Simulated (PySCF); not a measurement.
# CH3P: core ionisation energies

CH2PH, CH3P.
SMILES with atom numbers: `[CH2:1]=[PH:2]`

The calculation used delta-SCF UKS SCAN, pcX-2 on the ionised atom, pcseg-1 elsewhere, spin-free X2C in PySCF 2.14.0. Binding energies are ΔSCF values: E(core-ionised, relaxed orbitals) − E(ground state) at a fixed geometry, referred to the vacuum level.

Q: What binding energy does each computed site have?

A: 
```tsv
atom(s)	bonded to	level	binding energy (eV)	2p1/2 (eV)	count
C1	2 H and P (double bond)	C 1s	290.70	–	1
P2	C (double bond) and H	P 2p3/2	136.71	137.60	1
P2	C (double bond) and H	P 1s	2150.23	–	1
```

Q: What is the longest wavelength that can ionise P 1s of P2 vertically?

A: λ = hc/E = 12398.42 eV Å / 2150.23 eV = 5.766 Å.

Q: Which effective nuclear charge Zeff reproduces each element's mean 1s value in the hydrogen-like formula E = 13.606 eV × Zeff²?

A: C (Z = 6): mean 290.7 eV, Zeff = 4.62, Z − Zeff = 1.38; P (Z = 15): mean 2150.2 eV, Zeff = 12.57, Z − Zeff = 2.43. Means run over the listed sites, weighted by atom count.

The 2p values aren't plain energy differences: one relaxed spin-free 2p hole is combined with a matrix within the shell (ground-state 2p orbital-energy differences and spin–orbit coupling). 2p3/2, the mean of its two sublevels, lies a third of the splitting below the shell's mean and 2p1/2 two thirds above it; the statistical areas are 2:1. 2p1/2 minus 2p3/2 (ligand field included): P 0.89 eV. Geometry: GFN2-xTB; no solvent, vibrations or thermal averaging.

The run took 3.2 s on x86-64 server, one thread, shared host.
